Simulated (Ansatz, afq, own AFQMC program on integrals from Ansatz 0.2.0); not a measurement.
## MoNH₃, septet: AFQMC among the cluster methods

```yaml
atoms:
  - { symbol: Mo, position_ang: [-5.9392, 0.0182, -0.0041] }
  - { symbol: N, position_ang: [1.2048, -0.0037, 0.0008] }
  - { symbol: H, position_ang: [1.5752, -0.9480, 0.0060] }
  - { symbol: H, position_ang: [1.5790, 0.4710, 0.8154] }
  - { symbol: H, position_ang: [1.5801, 0.4625, -0.8182] }
```

Connectivity, by distances: Mo ··· NH3.

Basis def2-SVP with its core potentials. Noble-gas cores (and the filled d shells of Ga–Kr and In–Xe) are frozen. Integrals, coupled cluster, full CI and functionals: Ansatz 0.2.0; the random walks run on the same integrals in our own AFQMC program. ph-AFQMC/CISD is guided by a CISD state made of CCSD amplitudes; releasing the constraint for a short imaginary time cuts its bias at the price of noise, slowly where states lie close. Error bars are statistical, one sigma. No spin–orbit coupling. The metal's outer-core s and p shells are frozen, which shifts wave-function levels against functionals.

Determinant: ROHF, the one that the program's search chose, which needn't be the lowest solution. The geometry is a point of a scan.

No full CI on the walks' own integrals is used here; CCSDT(Q) serves as the reference and is uncertain by about the last step of the cluster series.

Cautions: no spin-orbit coupling; outer-core shells of the metal frozen; lower spins were not checked; higher spins were not checked; the released energies have errors that jump between times, so the bars are unsure, so no released level is given (meV from the phaseless value at times in 1/Eh: -26 ± 21 at 0.24, -10 ± 3 at 0.60, -13 ± 3 at 1.20, -5 ± 3 at 1.80, -18 ± 4 at 2.60), though the last usable value meets CCSDT(Q) within the noise; CCSDT(Q) on the UHF determinant differs (46 meV lower), by its state or its frozen core.

The T1 diagnostic is 0.0065. The weight of the determinant in the CISD state is 0.911 and the size of the correlated space is 14 electrons in 55 orbitals.

Reference: CCSDT(Q), correlation energy -7.290 eV.

```csv
level,E − E(reference) (meV),share of correlation (%)
HF,7290.2,0.00
MP2,778.1,89.33
CCSD,148.1,97.97
CCSD(T),20.7,99.72
CCSDT,8.8,99.88
ph-AFQMC/HF,43.1 ± 27.9,99.41
ph-AFQMC/CISD,10.9 ± 3.2,99.85
```

A walk keeps the symmetry of its determinant, which the program's search chose and which needn't be the lowest solution, so a lower state of the same spin and another symmetry isn't excluded.
